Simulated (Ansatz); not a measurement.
Reaction (formal hydrolysis of a C–C bond): `CC=C=O` + H₂O → `O=C=CO` + CH₄

Gas-phase electronic energies from Ansatz, PBE0-D4/def2-TZVP geometries. CCSD(T)/CBS is the MP2 limit (def2-TZVPP, def2-QZVPP) plus CCSD(T) − MP2 in def2-TZVPP, frozen cores. This one scheme is used for every species. DFT in def2-TZVPP. B3LYP here is the variant with VWN-RPA as its local correlation; programs differ in this. HSE06 is defined as in plane-wave codes. Each species was taken in one conformer, which may not be the lowest.

| level | ΔE (kJ/mol) | difference from CCSD(T)/CBS |
| --- | --- | --- |
| LDA (SPW92) | 72.0 | -10.9 |
| PBE-D4 | 71.2 | -11.7 |
| B2PLYP | 74.7 | -8.2 |
| r2SCAN | 73.8 | -9.1 |
| B3LYP | 68.7 | -14.2 |
| r2SCANh | 75.4 | -7.5 |
| HSE06 | 74.8 | -8.1 |
| CAM-B3LYP | 69.5 | -13.4 |
| LC-ωPBE | 74.5 | -8.4 |
| RPA@PBE/def2-TZVPP | 72.5 | -10.4 |
| MP2/def2-SVP | 71.7 | -11.2 |
| HF/def2-TZVPP | 73.5 | -9.4 |
| SCS-MP2/def2-TZVPP | 80.6 | -2.3 |
| CCSD/def2-TZVPP | 78.2 | -4.7 |
| MP2/def2-QZVPP | 89.7 | 6.8 |
| SCS-MP2/def2-QZVPP | 83.7 | 0.8 |
| CCSD(T)/CBS | 82.9 | 0 |

Largest T1 diagnostic among the species: 0.016.

Leaving LDA and LC-ωPBE aside and taking each functional with its dispersion term where it has one, the values, not all of them listed here, spread over 14.8 kJ/mol, from BLYP-D4 to PBE-QIDH. In def2-TZVPP, CCSD(T) changes the Hartree–Fock value by +4.6 kJ/mol (the triples alone add −0.1 kJ/mol) and MP2 by +13.2 kJ/mol. From BLYP to BHLYP (50 % exact exchange), in def2-TZVPP and without D4, ΔE moves by +9.0 kJ/mol.
